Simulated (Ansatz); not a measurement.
## HB–CH2, triplet: reading a ladder of total energies

Geometry: that of the HB–CH2, singlet, kept fixed. The singlet lies 2.9 eV lower here.

```json
{"atom": "B", "x (Å)": "0.0000", "y (Å)": "0.0000", "z (Å)": "0.7455"}
{"atom": "C", "x (Å)": "0.0000", "y (Å)": "0.0000", "z (Å)": "-0.6287"}
{"atom": "H", "x (Å)": "0.0000", "y (Å)": "0.0000", "z (Å)": "1.9208"}
{"atom": "H", "x (Å)": "0.0000", "y (Å)": "0.9159", "z (Å)": "-1.2126"}
{"atom": "H", "x (Å)": "0.0000", "y (Å)": "-0.9159", "z (Å)": "-1.2126"}
```

Basis cc-pVTZ; Ansatz 0.2.0. Only valence electrons are correlated (noble-gas cores frozen), which leaves 10 electrons in 100 orbitals. R marks a restricted (for open shells ROHF) determinant, U an unrestricted one.

Full CI isn't at hand for all of this; UCCSDT(Q) serves as the reference, and is uncertain by about the last step of the cluster series.

Runs differ by some tens of microhartree through their thresholds and, for an open shell, their frozen cores, so steps under 0.03 kcal/mol mean nothing.

| level | total energy (hartree) |
| --- | --- |
| UHF | -64.175330 |
| UMP2 | -64.397814 |
| UCCSD | -64.427522 |
| UCCSD(T) | -64.435578 |
| UCCSDT | -64.436431 |
| UCCSDT(Q) | -64.436697 |

**Question.** What is the correlation energy at UCCSDT(Q), and what share of it do UMP2 and UCCSDT recover?

**Answer.** E(corr) = -64.436697 − (-64.175330) = -0.261367 hartree = -7.112 eV. UMP2: -0.222484 / -0.261367 = 85.12 %. UCCSDT: -0.261101 / -0.261367 = 99.90 %.

**Question.** By how many kcal/mol does UCCSD(T) miss UCCSDT(Q) (1 hartree = 627.509 kcal/mol), and which steps make up the rest?

**Answer.** -64.435578 − (-64.436697) = 0.001119 hartree = 0.70 kcal/mol. Steps: UCCSDT − UCCSD(T) = -0.54, UCCSDT(Q) − UCCSDT = -0.17 kcal/mol. That is within 1 kcal/mol of the reference in this basis, which itself misses far more of the correlation at the basis-set limit.
